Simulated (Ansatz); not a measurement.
Exact exchange and the vertical energy of the triplet above the singlet of NaF

NaF: 2 atoms, total charge 0, spin state singlet. SMILES: `[F][Na]`. Geometry: relaxed at PBE0-D4/def2-TZVP.

The vertical energy of the triplet above the singlet y, in eV, basis cc-pVTZ; a is the functional's share of exact exchange. Programs: Ansatz 0.2.0.

| functional | program | a | y (eV) |
| --- | --- | --- | --- |
| r2SCAN | Ansatz | 0 | 5.34 |
| revPBE | Ansatz | 0 | 5.39 |
| B3LYP | Ansatz | 0.2 | 5.32 |
| PBE0 | Ansatz | 0.25 | ? |
| r2SCAN0 | Ansatz | 0.25 | 5.09 |
| BHLYP | Ansatz | 0.5 | 4.90 |

Fit y = c + s·a to the known rows and predict PBE0.


1. Means of the 5 rows: a = 0.1900, y = 5.208.
2. Σ(Δa)² = 0.172, Σ(Δa·Δy) = -0.1611, so the slope is -0.1611/0.172 = -0.93663.
3. Intercept: 5.208 − (-0.93663) × 0.1900 = 5.386. The largest residual of the fit is 0.12.
4. PBE0: 5.386 + (-0.93663) × 0.25 = 5.15 eV.

The run gave 5.16 eV, so the prediction is off by -0.01 eV, within the scatter of the fit. Exact exchange favours the state with more unpaired electrons.
